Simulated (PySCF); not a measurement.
EPR parameters of phenanthrene radical anion

Species: phenanthrene radical anion, C14H10 (charge -1 and doublet state).
Numbering: `[cH:1]1[cH:2][cH:3][c:4]2[c:5]([cH:6]1)[cH:7][cH:8][c:9]1[cH:10][cH:11][cH:12][cH:13][c:14]21` (hydrogens: H15 on C1; H16 on C2; H17 on C3; H18 on C6; H19 on C7; H20 on C8; H21 on C10; H22 on C11; H23 on C12; H24 on C13)

Identity: phenanthrene radical anion (`c1ccc2c(c1)ccc1ccccc12`) [SMILES of the parent framework; charge -1 and doublet state].

Computed, not measured: UKS B3LYP, IGLO-III on C, pcH-1 on H, non-relativistic, mean-field spin-orbit, GIAO in PySCF. Geometry: PBE0-D3(BJ)/def2-SVP; no solvent, vibrations or thermal averaging. Whether the extra electron is bound in the gas phase wasn't checked; a finite basis holds it in any case. The geometry's basis has no diffuse functions, a weakness for an anion. No stability test was run, so a lower SCF solution isn't excluded. No frequencies were computed at this geometry's level, so the symmetric structure isn't shown to be a minimum.

* g1, g2, g3: 2.00206, 2.00264, 2.00327
* g_iso: 2.00266
* Form of g: rhombic: the two nearest values differ by 48 % of g3 − g1
* ⟨S²⟩: 0.7619 (exact 0.7500)

Hyperfine couplings atom by atom, in MHz; T1 to T3 are the principal values of the dipolar part:

```tsv
atom	isotope	a_iso	T1	T2	T3	Mulliken spin population
C1	13C	-13.1	-7.9	3.3	4.6	-0.07
C2	13C	13.9	-14.3	-13.4	27.7	0.20
C3	13C	-4.5	-2.7	-1.8	4.6	0.00
C4	13C	1.9	-5.2	-4.6	9.9	0.07
C5	13C	-11.0	-1.8	-0.1	1.9	-0.01
C6	13C	12.4	-11.9	-11.7	23.7	0.16
C7	13C	10.1	-17.8	-16.8	34.7	0.19
C8	13C	10.1	-17.8	-16.8	34.6	0.19
C9	13C	-11.0	-1.8	-0.1	1.9	-0.01
C10	13C	12.3	-11.9	-11.7	23.6	0.16
C11	13C	-13.1	-7.9	3.3	4.6	-0.07
C12	13C	13.9	-14.3	-13.4	27.7	0.20
C13	13C	-4.5	-2.7	-1.8	4.5	0.00
C14	13C	1.9	-5.3	-4.7	9.9	0.07
H15	1H	3.3	-1.7	0.0	1.7	0.00
H16	1H	-13.2	-7.7	0.6	7.0	-0.01
H17	1H	-1.5	-1.9	-0.5	2.4	0.00
H18	1H	-10.2	-4.6	-1.1	5.7	-0.01
H19	1H	-14.9	-8.5	-0.9	9.4	-0.01
H20	1H	-14.9	-8.5	-0.9	9.4	-0.01
H21	1H	-10.2	-4.6	-1.1	5.7	-0.01
H22	1H	3.3	-1.7	0.0	1.7	0.00
H23	1H	-13.2	-7.7	0.7	7.0	-0.01
H24	1H	-1.5	-1.9	-0.5	2.4	0.00
```

The largest Mulliken spin populations are on C12 (+0.20), C2 (+0.20), C7 (+0.19) and C8 (+0.19). Six atoms exceed +0.15.

Axes: g1 is normal to the molecular plane and g2 points within 1° of the C12–C13 bond.

Under fast tumbling the dipolar parts average out, and these isotropic splittings remain: 2 × 1H (H19/H20, I = 1/2, 3 lines) with 0.53 mT, 2 × 1H (H16/H23, I = 1/2, 3 lines) with 0.47 mT, 2 × 1H (H18/H21, I = 1/2, 3 lines) with 0.36 mT, 2 × 1H (H15/H22, I = 1/2, 3 lines) with 0.12 mT and 2 × 1H (H17/H24, I = 1/2, 3 lines) with 0.05 mT.

The 13C coupling of C2/C12 (mean 13.9 MHz) shows only in satellite lines or after enrichment, since that isotope makes up about 1.07 % of natural carbon.
